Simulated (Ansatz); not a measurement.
The input, for Ansatz 0.2.0:

```yaml
crystal:
  periodic: [false, false, false]
  atoms:
    - {symbol: Si, position_ang: [0.000000, -0.063332, 1.159273]}
    - {symbol: Mg, position_ang: [0.000000, 0.012806, -1.375338]}
    - {symbol: H, position_ang: [0.000000, 1.455895, 0.861970]}
basis:
  gaussian: {orbitals: def2-mTZVP, fitting: {mean_field: def2-universal-jkfit}}
magnetization: {spin_polarized: false, initial_magnetization: 1}
hamiltonian: {pseudopotentials: {relativity: scalar}}
correlation: {method: mp2, electrons: outside_noble_gas}
scf: {lower_state_search: full}
output: {forces: true}
```

```sh
$ ansatz run in.yaml --threads 1 --pin off --events-out ev --progress --plain --max-ram 2393MiB
```

Output:

```
258 factors; integrals over basis functions are off by at most 7.4e-1 eV
mean field evaluation 1: about -13329.2178 eV, gradient 6.7e0 eV
mean field evaluation 2: about -13329.5228 eV, gradient 2.4e0 eV
mean field evaluation 4: about -13329.5682 eV, gradient 2.1e-1 eV
mean field evaluation 8: about -13329.1428 eV, gradient 1.1e0 eV
mean field evaluation 16: about -13329.5070 eV, gradient 9.9e-1 eV
mean field evaluation 32: about -13329.1777 eV, gradient 1.4e-5 eV
mean field -13329.56888492 eV, -489.8526214147 hartree, gradient 1.6e-6 eV, S^2 0.750000; 8 other end points of the search recorded, 0 dependent functions left out
mean field evaluation 64: about -13329.9790 eV, gradient 4.1e-4 eV
unrestricted determinant -13329.97898371 eV, -489.8676922670 hartree, S^2 1.3866
10 core orbitals not correlated: weight in the atoms' cores, before any rotation towards them, 1.000 or more for the frozen orbitals, at most 0.000 for the correlated occupied ones
reference -13329.56888492 eV, -489.8526214147 hartree; 4, 3 occupied and 25, 26 virtual orbitals, 258 factors
second order -2.34987997 eV of doubles, -0.05018685 eV of singles
the calculation of the forces begins
Total energy: -13331.96895174 eV, -489.9408222435 hartree
Relativity: scalar
Atom 0 at     0.000000    -0.063332     1.159273 Å, force    -0.000000     0.131681     0.352271 eV/Å
Atom 1 at     0.000000     0.012806    -1.375338 Å, force     0.000000    -0.036905    -0.455202 eV/Å
Atom 2 at     0.000000     1.455895     0.861970 Å, force     0.000000    -0.094776     0.102930 eV/Å
Dipole moment:    -0.000000     0.025610    -0.952460 e Å
```

Forces (eV/Å):
```
Si   0.000  0.132  0.352
Mg   0.000 -0.037 -0.455
H    0.000 -0.095  0.103
```

Ran on 1 thread of Intel Xeon, shared host: 0.81 s wall, 0.09 GiB peak host memory.
